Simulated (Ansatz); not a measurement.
hcp Be, treated with revPBE (plane waves, PAW; Ansatz, a program for electronic structure).

Run with plane-wave cutoff 520 eV, 30×30×16 k mesh (along the axes of the cell as run), Fermi–Dirac smearing 0.05 eV, scalar-relativistic PAW data made under PBE.

Computed at the level's own relaxed cell.

Give the computed pressure derivative B′ of the bulk modulus, volume per atom, lattice constant a and c axis length.


- pressure derivative B′ of the bulk modulus = 3.3
- volume per atom = 8.08 Å³/atom
- lattice constant a = 2.282 Å
- c axis length = 3.586 Å

The run finds no gap.

Measured, for comparison: lattice constant a 2.286 Å (293 K, no zero-point or thermal correction, our sources range from 2.286 to 2.290; as tabulated in Wikipedia's data pages); lattice parameter c 3.584 Å (293 K, no zero-point or thermal correction; as tabulated in Wikipedia's data pages). Computed (rounded) less measured: lattice constant a -0.2 % (-0.2 % to -0.3 % over the range), lattice parameter c +0.1 %.

Note: the bulk modulus comes from volumes at which shape and atoms were relaxed.

Static lattice: no zero-point or thermal effects.
